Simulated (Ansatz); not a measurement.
# AlSiH₄ (doublet): from Hartree-Fock to the top rungs, cc-pVDZ

How much of the correlation energy of AlSiH₄ (doublet) does each wave-function method recover here?

Program: Ansatz 0.2.0, Gaussian basis. Level of theory: cc-pVDZ, core rule «outside noble gas», up to 10 orbitals frozen. These are calculated values, not measurements.

The runs, in order: UHF; CCSD(T) on ROHF; CCSD(T) on UHF; BCCD(T) on ROHF; CISD as a restricted active space (open shells left free, so some higher excitations enter); CCSDT(Q) on ROHF; CCSDT(Q) on UHF; CASSCF and MRCISD+Q, 9 electrons in 9 orbitals; CASSCF and NEVPT2, 9 electrons in 9 orbitals.

15 further runs of the same task are left out: 4 that didn't finish, 11 set aside as unsound or not needed. Runs told in other sessions of the task aren't counted.

### 1 What is computed

The geometry is a PBE0/def2-TZVP stationary point (not a proven minimum).

6 atoms, charge 0, spin multiplicity 2.

Atoms are counted from 1 here; the program's logs count them from 0.

Bond lengths: Si1–Al2 2.477 Å, Si1–H3 1.492 Å, Si1–H4 1.492 Å, Si1–H5 1.492 Å, Al2–H6 1.605 Å. Angles: Al2–Si1–H3 115.7°, Al2–Si1–H4 109.2°, Al2–Si1–H5 109.2°, H3–Si1–H4 107.7°, H3–Si1–H5 107.7°, H4–Si1–H5 107.0°, Si1–Al2–H6 120.9°.

In the tables R marks a restricted open-shell determinant and U an unrestricted one; 'frontier' is the active space of 9 electrons in 9 orbitals; energies count from the table's Hartree-Fock row.

### 2 UHF

in.yaml

```yaml
crystal:
  periodic: [false, false, false]
  atoms:
    - {symbol: Si, position_ang: [0.000000, 0.049312, 1.158451]}
    - {symbol: Al, position_ang: [0.000000, -0.101211, -1.313837]}
    - {symbol: H, position_ang: [0.000000, 1.430438, 1.723316]}
    - {symbol: H, position_ang: [1.198904, -0.658842, 1.694066]}
    - {symbol: H, position_ang: [-1.198904, -0.658842, 1.694066]}
    - {symbol: H, position_ang: [0.000000, 1.222494, -2.220719]}
basis:
  gaussian: {orbitals: cc-pVDZ}
magnetization: {spin_polarized: true, initial_magnetization: 1}
hamiltonian: {xc: hf}
output: {orbitals: {seedname: orbitals}}
```

Command:

```
> ansatz run in.yaml --threads 1 --pin off --events-out ev --progress --plain --max-ram 2393MiB
```

Log:

```text
Functional definition: HF
  name "HF"
  cite "Fock, Z. Phys. 61, 126 (1930) doi:10.1007/BF01340294"
  parent pbe
  exchange = exact_x
  correlation = 0
535 factors; integrals over basis functions are off by at most 1.1e-3 eV
mean field evaluation 1: about -14505.9107 eV, gradient 8.3e0 eV
mean field evaluation 2: about -14505.9130 eV, gradient 8.3e0 eV
mean field evaluation 4: about -14507.1127 eV, gradient 7.9e-1 eV
mean field evaluation 8: about -14507.1334 eV, gradient 1.3e-3 eV
mean field evaluation 16: about -14506.9136 eV, gradient 1.2e0 eV
mean field -14507.13341289 eV, -533.1273196355 hartree, gradient 1.4e-5 eV, S^2 0.756598; 0 other end points of the search recorded, 0 dependent functions left out
reference -14507.13341289 eV, -533.1273196355 hartree; 16, 15 occupied and 40, 41 virtual orbitals, 535 factors
Total energy: -14507.13341289 eV, -533.1273196355 hartree
```

Wall time 0.57 s (1 thread of INTEL XEON PLATINUM 8581C at 2.30GHz, shared host).

From the report: ⟨S²⟩ of the determinant 0.757 (pure doublet: 0.75).

### 3 CCSD(T) on ROHF

in.yaml, as its differences from that of step 2:

```diff
@@ -11,4 +11,3 @@
   gaussian: {orbitals: cc-pVDZ}
-magnetization: {spin_polarized: true, initial_magnetization: 1}
-hamiltonian: {xc: hf}
-output: {orbitals: {seedname: orbitals}}
+magnetization: {spin_polarized: false, initial_magnetization: 1}
+correlation: {method: ccsd_t, electrons: outside_noble_gas}
```

Launched as before.

Log, shortened:

```text
Functional definition: HF
  name "HF"
  cite "Fock, Z. Phys. 61, 126 (1930) doi:10.1007/BF01340294"
  parent pbe
[...]
535 factors; integrals over basis functions are off by at most 1.1e-3 eV
[...]
mean field -14507.09810495 eV, -533.1260220925 hartree, gradient 2.9e-6 eV, S^2 0.750000; 3 other end points of the search recorded, 0 dependent functions left out
determinant -14507.09810495 eV, -533.1260220925 hartree, with singles and doubles -14512.43759557 eV, -533.3222447536 hartree
determinant -14505.39438333 eV, -533.0634114781 hartree, with singles and doubles -14510.99118772 eV, -533.2690902455 hartree
10 core orbitals not correlated: weight in the atoms' cores, before any rotation towards them, 1.000 or more for the frozen orbitals, at most 0.000 for the correlated occupied ones
reference -14507.09810495 eV, -533.1260220925 hartree; 6, 5 occupied and 40, 41 virtual orbitals, 535 factors
second order -4.18663625 eV of doubles, -0.01918198 eV of singles
cycle   1  -5.33966016 eV  change   -1.7e-4 eV  update   6.9e-4
[...]
cycle   7  -5.33985024 eV  change    5.9e-6 eV  update   4.4e-6
perturbative correction -0.12617540 eV, -0.0046368603 hartree
Total energy: -14512.56413058 eV, -533.3268948296 hartree
```

It took 2.2 s on 1 thread of INTEL XEON PLATINUM 8581C at 2.30GHz, shared host.

From the report: correlation -5.4660 eV; T1 0.019; largest double amplitude 0.04.

### 4 CCSD(T) on UHF

in.yaml, as its differences from that of step 3:

```diff
@@ -11,3 +11,3 @@
   gaussian: {orbitals: cc-pVDZ}
-magnetization: {spin_polarized: false, initial_magnetization: 1}
+magnetization: {spin_polarized: true, initial_magnetization: 1}
 correlation: {method: ccsd_t, electrons: outside_noble_gas}
```

Same command.

Log, shortened:

```text
Functional definition: HF
  name "HF"
  cite "Fock, Z. Phys. 61, 126 (1930) doi:10.1007/BF01340294"
  parent pbe
[...]
535 factors; integrals over basis functions are off by at most 1.1e-3 eV
[...]
mean field -14507.13341289 eV, -533.1273196355 hartree, gradient 2.2e-6 eV, S^2 0.756598; 3 other end points of the search recorded, 0 dependent functions left out
determinant -14507.13341289 eV, -533.1273196355 hartree, with singles and doubles -14512.43915146 eV, -533.3223019317 hartree
determinant -14505.54003707 eV, -533.0687641541 hartree, with singles and doubles -14510.98906406 eV, -533.2690122026 hartree
10 core orbitals not correlated: weight in the atoms' cores, before any rotation towards them, 1.000 or more for the frozen orbitals, at most 0.000 for the correlated occupied ones
reference -14507.13341289 eV, -533.1273196355 hartree; 6, 5 occupied and 40, 41 virtual orbitals, 535 factors
second order -4.17543925 eV of doubles, -0.00000000 eV of singles
cycle   1  -5.30586624 eV  change   -1.3e-4 eV  update   6.1e-4
[...]
cycle   8  -5.30604652 eV  change    5.6e-6 eV  update   1.5e-6
perturbative correction -0.12497565 eV, -0.0045927704 hartree
Total energy: -14512.56443506 eV, -533.3269060191 hartree
```

It took 2 s on 1 thread of INTEL XEON PLATINUM 8581C at 2.30GHz, shared host.

From the report: ⟨S²⟩ of the determinant 0.757 (pure doublet: 0.75); correlation -5.4310 eV; T1 0.016; largest double amplitude 0.04.

### 5 BCCD(T) on ROHF

in.yaml, as its differences from that of step 4:

```diff
@@ -11,3 +11,3 @@
   gaussian: {orbitals: cc-pVDZ}
-magnetization: {spin_polarized: true, initial_magnetization: 1}
-correlation: {method: ccsd_t, electrons: outside_noble_gas}
+magnetization: {spin_polarized: false, initial_magnetization: 1}
+correlation: {method: bccd_t, electrons: outside_noble_gas}
```

Same command.

Log, shortened:

```text
Functional definition: HF
  name "HF"
  cite "Fock, Z. Phys. 61, 126 (1930) doi:10.1007/BF01340294"
  parent pbe
[...]
535 factors; integrals over basis functions are off by at most 1.1e-3 eV
[...]
mean field -14507.09810495 eV, -533.1260220925 hartree, gradient 2.9e-6 eV, S^2 0.750000; 3 other end points of the search recorded, 0 dependent functions left out
determinant -14507.09810495 eV, -533.1260220925 hartree, with singles and doubles -14512.43759557 eV, -533.3222447536 hartree
determinant -14505.39438333 eV, -533.0634114781 hartree, with singles and doubles -14510.99118772 eV, -533.2690902455 hartree
10 core orbitals not correlated: weight in the atoms' cores, before any rotation towards them, 1.000 or more for the frozen orbitals, at most 0.000 for the correlated occupied ones
reference -14507.09810495 eV, -533.1260220925 hartree; 6, 5 occupied and 40, 41 virtual orbitals, 535 factors
second order -4.18663625 eV of doubles, -0.01918198 eV of singles
cycle   1  -5.33722806 eV  change    2.3e-3 eV  update   3.8e-3
[...]
cycle   8  -5.33594488 eV  change   -2.5e-6 eV  update   1.0e-5
perturbative correction -0.13070787 eV, -0.0048034258 hartree
Total energy: -14512.56475770 eV, -533.3269178760 hartree
```

Run time: 2.4 s. Hardware: 1 thread of INTEL XEON PLATINUM 8581C at 2.30GHz, shared host.

From the report: correlation -5.4667 eV; largest double amplitude 0.04.

### 6 CISD as a restricted active space (open shells left free, so some higher excitations enter)

in.yaml, as its differences from that of step 5:

```diff
@@ -12,2 +12,2 @@
 magnetization: {spin_polarized: false, initial_magnetization: 1}
-correlation: {method: bccd_t, electrons: outside_noble_gas}
+correlation: {active_space: {ras: {orbitals: [5, 1, 40], electrons: 11, max_holes: 2, max_particles: 2}, fixed_orbitals: true}}
```

Same command.

Log:

```text
Functional definition: HF
  name "HF"
  cite "Fock, Z. Phys. 61, 126 (1930) doi:10.1007/BF01340294"
  parent pbe
  exchange = exact_x
  correlation = 0
535 factors; integrals over basis functions are off by at most 1.1e-3 eV
mean field evaluation 1: about -14505.9307 eV, gradient 1.1e1 eV
mean field evaluation 2: about -14505.9329 eV, gradient 1.1e1 eV
mean field evaluation 4: about -14507.0895 eV, gradient 7.4e-1 eV
mean field evaluation 8: about -14507.0981 eV, gradient 1.8e-3 eV
mean field evaluation 16: about -14507.0921 eV, gradient 6.6e-1 eV
mean field -14507.09810495 eV, -533.1260220925 hartree, gradient 2.9e-6 eV, S^2 0.750000; 2 other end points of the search recorded, 0 dependent functions left out
reference -14507.09810495 eV, -533.1260220925 hartree; 16, 15 occupied and 40, 41 virtual orbitals, 535 factors
state -14512.01020125 eV, -533.3065383020 hartree
Total energy: -14512.01020125 eV, -533.3065383020 hartree
```

Run time: 2.3 s. Hardware: 1 thread of INTEL XEON PLATINUM 8581C at 2.30GHz, shared host.

From the report: 54,075 determinants.

### 7 CCSDT(Q) on ROHF

in.yaml, as its differences from that of step 6:

```diff
@@ -12,2 +12,2 @@
 magnetization: {spin_polarized: false, initial_magnetization: 1}
-correlation: {active_space: {ras: {orbitals: [5, 1, 40], electrons: 11, max_holes: 2, max_particles: 2}, fixed_orbitals: true}}
+correlation: {method: ccsdt_q, electrons: outside_noble_gas}
```

Launched as before.

Log, shortened:

```text
Functional definition: HF
  name "HF"
  cite "Fock, Z. Phys. 61, 126 (1930) doi:10.1007/BF01340294"
  parent pbe
[...]
1071 factors; integrals over basis functions are off by at most 1.8e-7 eV
[...]
mean field -14507.09815393 eV, -533.1260238928 hartree, gradient 3.0e-6 eV, S^2 0.750000; 3 other end points of the search recorded, 0 dependent functions left out
determinant -14507.09815393 eV, -533.1260238928 hartree, with singles and doubles -14512.43762645 eV, -533.3222458887 hartree
determinant -14505.39443412 eV, -533.0634133444 hartree, with singles and doubles -14510.99121900 eV, -533.2690913951 hartree
10 core orbitals not correlated: weight in the atoms' cores, before any rotation towards them, 1.000 or more for the frozen orbitals, at most 0.000 for the correlated occupied ones
reference -14507.09815393 eV, -533.1260238928 hartree; 6, 5 occupied and 40, 41 virtual orbitals, 1071 factors
second order -4.18668689 eV of doubles, -0.01918210 eV of singles
cycle   1  -5.01647060 eV  change   -8.1e-1 eV  update   7.9e-2
[...]
cycle  17  -5.49677136 eV  change    6.3e-7 eV  update   3.2e-7
perturbative correction -0.00488405 eV, -0.0001794854 hartree
Total energy: -14512.59980935 eV, -533.3282060000 hartree
```

It took 32 s on 1 thread of INTEL XEON PLATINUM 8581C at 2.30GHz, shared host; peak memory 0.63 GiB.

From the report: correlation -5.5017 eV; T1 0.020; largest double amplitude 0.04.

### 8 CCSDT(Q) on UHF

in.yaml, as its differences from that of step 7:

```diff
@@ -11,3 +11,3 @@
   gaussian: {orbitals: cc-pVDZ}
-magnetization: {spin_polarized: false, initial_magnetization: 1}
+magnetization: {spin_polarized: true, initial_magnetization: 1}
 correlation: {method: ccsdt_q, electrons: outside_noble_gas}
```

The command is unchanged.

Log, shortened:

```text
Functional definition: HF
  name "HF"
  cite "Fock, Z. Phys. 61, 126 (1930) doi:10.1007/BF01340294"
  parent pbe
[...]
1071 factors; integrals over basis functions are off by at most 1.8e-7 eV
[...]
mean field -14507.13346221 eV, -533.1273214481 hartree, gradient 2.2e-6 eV, S^2 0.756598; 3 other end points of the search recorded, 0 dependent functions left out
determinant -14507.13346221 eV, -533.1273214481 hartree, with singles and doubles -14512.43918237 eV, -533.3223030676 hartree
determinant -14505.54009002 eV, -533.0687661001 hartree, with singles and doubles -14510.98909458 eV, -533.2690133243 hartree
10 core orbitals not correlated: weight in the atoms' cores, before any rotation towards them, 1.000 or more for the frozen orbitals, at most 0.000 for the correlated occupied ones
reference -14507.13346221 eV, -533.1273214481 hartree; 6, 5 occupied and 40, 41 virtual orbitals, 1071 factors
second order -4.17548949 eV of doubles, -0.00000000 eV of singles
cycle   1  -4.98437018 eV  change   -8.1e-1 eV  update   7.9e-2
[...]
cycle  17  -5.46177614 eV  change    6.2e-7 eV  update   3.2e-7
perturbative correction -0.00500648 eV, -0.0001839846 hartree
Total energy: -14512.60024483 eV, -533.3282220038 hartree
```

It took 27 s on 1 thread of INTEL XEON PLATINUM 8581C at 2.30GHz, shared host; peak memory 0.51 GiB.

From the report: ⟨S²⟩ of the determinant 0.757 (pure doublet: 0.75); correlation -5.4668 eV; T1 0.016; largest double amplitude 0.04.

### 9 CASSCF and MRCISD+Q, 9 electrons in 9 orbitals

in.yaml, as its differences from that of step 8:

```diff
@@ -11,3 +11,3 @@
   gaussian: {orbitals: cc-pVDZ}
-magnetization: {spin_polarized: true, initial_magnetization: 1}
-correlation: {method: ccsdt_q, electrons: outside_noble_gas}
+magnetization: {spin_polarized: false, initial_magnetization: 1}
+correlation: {method: fic_mrcisd_q, electrons: outside_noble_gas, active_space: {window: {electrons: 9, orbitals: 9}}}
```

Launched as before.

Log, shortened:

```text
Functional definition: HF
  name "HF"
  cite "Fock, Z. Phys. 61, 126 (1930) doi:10.1007/BF01340294"
  parent pbe
[...]
535 factors; integrals over basis functions are off by at most 1.1e-3 eV
[...]
mean field -14507.09810495 eV, -533.1260220925 hartree, gradient 2.9e-6 eV, S^2 0.750000; 2 other end points of the search recorded, 0 dependent functions left out
reference -14507.09810495 eV, -533.1260220925 hartree; 16, 15 occupied and 40, 41 virtual orbitals, 535 factors
state -14508.60647687 eV, -533.1814537383 hartree
contracted CI cycle   1: correlation 0.00000000 eV, 0.0000000000 hartree, residual 1.39e1 eV
contracted CI cycle   2: correlation -3.46277538 eV, -0.1272546479 hartree, residual 2.91e0 eV
contracted CI cycle   3: correlation -3.62862234 eV, -0.1333494114 hartree, residual 8.78e-1 eV
contracted CI cycle   4: correlation -3.64491961 eV, -0.1339483250 hartree, residual 2.98e-1 eV
contracted CI cycle   5: correlation -3.64684442 eV, -0.1340190606 hartree, residual 1.17e-1 eV
contracted CI cycle   6: correlation -3.64714287 eV, -0.1340300284 hartree, residual 4.54e-2 eV
contracted CI cycle   7: correlation -3.64718348 eV, -0.1340315207 hartree, residual 1.75e-2 eV
contracted CI cycle   8: correlation -3.64718945 eV, -0.1340317402 hartree, residual 7.25e-3 eV
contracted CI cycle   9: correlation -3.64719053 eV, -0.1340317797 hartree, residual 2.87e-3 eV
contracted CI cycle  10: correlation -3.64719070 eV, -0.1340317860 hartree, residual 1.13e-3 eV
state -14508.60647687 eV, -533.1814537383 hartree; corrected -14512.56958803 eV, -533.3270953870 hartree
Total energy: -14512.56958803 eV, -533.3270953870 hartree
```

Wall time 8.5 s (1 thread of INTEL XEON PLATINUM 8581C at 2.30GHz, shared host); peak memory 0.38 GiB.

From the report: 8,036 determinants; active occupations 1.98, 1.98, 1.98, 1.98, 1.00, 0.03, 0.02, 0.02, 0.02.

### 10 CASSCF and NEVPT2, 9 electrons in 9 orbitals

in.yaml, as its differences from that of step 9:

```diff
@@ -12,2 +12,2 @@
 magnetization: {spin_polarized: false, initial_magnetization: 1}
-correlation: {method: fic_mrcisd_q, electrons: outside_noble_gas, active_space: {window: {electrons: 9, orbitals: 9}}}
+correlation: {method: sc_nevpt2, electrons: outside_noble_gas, active_space: {window: {electrons: 9, orbitals: 9}}}
```

Launched as before.

Log:

```text
Functional definition: HF
  name "HF"
  cite "Fock, Z. Phys. 61, 126 (1930) doi:10.1007/BF01340294"
  parent pbe
  exchange = exact_x
  correlation = 0
535 factors; integrals over basis functions are off by at most 1.1e-3 eV
mean field evaluation 1: about -14505.9307 eV, gradient 1.1e1 eV
mean field evaluation 2: about -14505.9329 eV, gradient 1.1e1 eV
mean field evaluation 4: about -14507.0895 eV, gradient 7.4e-1 eV
mean field evaluation 8: about -14507.0981 eV, gradient 1.8e-3 eV
mean field evaluation 16: about -14507.0921 eV, gradient 6.6e-1 eV
mean field -14507.09810495 eV, -533.1260220925 hartree, gradient 2.9e-6 eV, S^2 0.750000; 2 other end points of the search recorded, 0 dependent functions left out
reference -14507.09810495 eV, -533.1260220925 hartree; 16, 15 occupied and 40, 41 virtual orbitals, 535 factors
state -14508.60647687 eV, -533.1814537383 hartree
state -14508.60647687 eV, -533.1814537383 hartree; corrected -14511.25203832 eV, -533.2786763283 hartree
Total energy: -14511.25203832 eV, -533.2786763283 hartree
```

Run time: 6.5 s. Hardware: 1 thread of INTEL XEON PLATINUM 8581C at 2.30GHz, shared host.

From the report: 8,036 determinants; active occupations 1.98, 1.98, 1.98, 1.98, 1.00, 0.03, 0.02, 0.02, 0.02.

### 11 Misses and costs

The yardstick is UCCSDT(Q), where the cluster series has nearly closed. Rows without a time are mean-field rows or come out of runs for another level: lower rungs of the coupled-cluster runs, CASSCF and MRCISD of the multireference runs, or the Hartree-Fock search.

Differences are taken before rounding.

| method | energy from the lowest ROHF (kcal/mol) | from UCCSDT(Q) (kcal/mol) | time |
| --- | --- | --- | --- |
| ROHF | 0.00 | +126.88 |  |
| UHF | -0.81 | +126.07 |  |
| RMP2 | -96.99 | +29.89 |  |
| UMP2 | -97.10 | +29.78 |  |
| CISD | -113.28 | +13.61 | 2.3 s |
| RCCSD | -123.14 | +3.74 |  |
| UCCSD | -123.17 | +3.71 |  |
| RCCSD(T) | -126.05 | +0.83 | 2.2 s |
| UCCSD(T) | -126.06 | +0.83 | 2 s |
| BCCD(T) | -126.06 | +0.82 | 2.4 s |
| RCCSDT | -126.76 | +0.12 |  |
| UCCSDT | -126.77 | +0.12 |  |
| RCCSDT(Q) | -126.87 | +0.01 | 32 s |
| UCCSDT(Q) | -126.88 | 0 | 27 s |
| CASSCF frontier | -34.78 | +92.10 |  |
| NEVPT2 frontier | -95.79 | +31.09 | 6.5 s |
| MRCISD frontier | -118.89 | +7.99 |  |
| MRCISD+Q frontier | -126.18 | +0.71 | 8.5 s |

Among the levels timed on like hardware and quicker than the yardstick, those that no quicker one beats, quickest first: UCCSD(T) (2 s, +0.83 kcal/mol); BCCD(T) (2.4 s, +0.82 kcal/mol); MRCISD+Q frontier (8.5 s, +0.71 kcal/mol).

With the free atoms at the same levels and basis (separate runs), the atomisation energy is 13.441 eV at UCCSDT(Q), 13.428 eV at RCCSD(T), 13.427 eV at UCCSD(T), 11.220 eV at ROHF.

### 12 Summary of results

```
                         quantity                                                                      value
    UCCSDT(Q) from the ROHF energy                                                                 -5.5021 eV
              RMP2 from UCCSDT(Q)                                                            +29.89 kcal/mol
              UMP2 from UCCSDT(Q)                                                            +29.78 kcal/mol
             RCCSD from UCCSDT(Q)                                                             +3.74 kcal/mol
          RCCSD(T) from UCCSDT(Q)                                                             +0.83 kcal/mol
          UCCSD(T) from UCCSDT(Q)                                                             +0.83 kcal/mol
         RCCSDT(Q) from UCCSDT(Q)                                                             +0.01 kcal/mol
   NEVPT2 frontier from UCCSDT(Q)                                                            +31.09 kcal/mol
 MRCISD+Q frontier from UCCSDT(Q)                                                             +0.71 kcal/mol
levels within 1 kcal/mol (43 meV)  RCCSD(T), UCCSD(T), BCCD(T), RCCSDT, UCCSDT, RCCSDT(Q), MRCISD+Q frontier
                    T1 diagnostic                                                                      0.019
```

RCCSD(T) misses by +0.83 kcal/mol, 0.7 % of the correlation energy. Of the multireference levels listed MRCISD+Q frontier comes nearest in total energy (+0.71 kcal/mol), which doesn't show that its space is the better one. These misses are within one basis, not against nature; the frozen cores of restricted and unrestricted runs differ, which can shift their rows.

With open shells the CI space here admits some higher excitations, so it is larger than plain CISD.

MRCISD+Q frontier reaches 0.71 kcal/mol from the reference in 8.5 s, where UCCSDT(Q) took 27 s; the quickest level in the cost chart, UCCSD(T), takes 2 s and misses by 0.83 kcal/mol.
